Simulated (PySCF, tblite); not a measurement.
Isomers of C4H3FO. Computed with GFN2-xTB (tblite): harmonic, unscaled wavenumbers at the GFN2-xTB geometry, gas phase. Against measured fundamentals such values can be off by several per cent, at times by over 20. One conformer each.

Electronic energies: PBE0/pcSseg-1 single points on the GFN2-xTB geometries (PySCF, gas phase).

| SMILES | electronic energy, lowest = 0 (kJ/mol) |
| --- | --- |
| O=C1C=C(F)C1 | 0.0 |
| O=c1cc1CF | 93.2 |
| C#CCC(=O)F | 19.4 |
| O=C1CC=C1F | 14.1 |

Q: How do GFN2-xTB zero-point energies change the relative energies?

A: 
```csv
SMILES,ZPE (kJ/mol),of it from modes above 1550 cm⁻¹,electronic (kJ/mol),"with ZPE, lowest = 0 (kJ/mol)",lowest mode (cm⁻¹),rings
O=C1C=C(F)C1,154.9,76.2,0.0,0.0,118,1
O=C1CC=C1F,154.5,76.1,14.1,13.7,155,1
C#CCC(=O)F,148.7,80.9,19.4,13.2,36,0
O=c1cc1CF,149.7,76.4,93.2,88.0,79,1
```

The zero-point energies span 6.2 kJ/mol, from `C#CCC(=O)F` to `O=C1C=C(F)C1`. The lowest isomer stays, but the order above it changes.

Q: And how do the electronic energies of GFN2-xTB itself compare?

A: `O=C1C=C(F)C1` 0.0; `O=C1CC=C1F` 15.8; `C#CCC(=O)F` 18.7; `O=c1cc1CF` 84.1 kJ/mol, lowest = 0. Against the energies above, taken from the same isomer `O=C1C=C(F)C1`, the largest difference is 9.1 kJ/mol.

Q: What do entropy and thermal enthalpy add at 298.15 K and 1 bar (rigid rotor, harmonic oscillator, one conformer each)?

A: 
| SMILES | point group | symmetry number | S (J/(mol K)) | H − H(0) (kJ/mol) | ZPE + H − H(0) − TS (kJ/mol) |
| --- | --- | --- | --- | --- | --- |
| O=C1C=C(F)C1 | Cs | 1 | 305.4 | 15.87 | 79.8 |
| O=C1CC=C1F | Cs | 1 | 306.6 | 16.05 | 79.1 |
| C#CCC(=O)F | C1 | 1 | 335.6 | 19.05 | 67.7 |
| O=c1cc1CF | Cs | 1 | 322.9 | 17.90 | 71.3 |
